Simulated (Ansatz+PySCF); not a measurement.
Values are calculated unless marked as measured or tabulated.
## Ansatz (development build ahead of 0.2.0) run

```yaml
crystal:
  periodic: [false, false, false]
  atoms:
    - { symbol: "N", position_ang: [0.0, 0.0, 0.0] }
    - { symbol: Si, position_ang: [0.71155, 0.94873, 2.05406] }
basis:
  gaussian: { orbitals: STO-3G }
magnetization:
  initial_magnetization: 1
hamiltonian:
  xc: hf
correlation:
  method: fci
  frozen_orbitals: { "N": 1, Si: 5 }
```

The input is written out in the form of the current development build from the run's settings.

The run gave:

* Converged: yes
* Total energy: -339.23994 hartree
* State: lowest doublet root, of any spatial symmetry
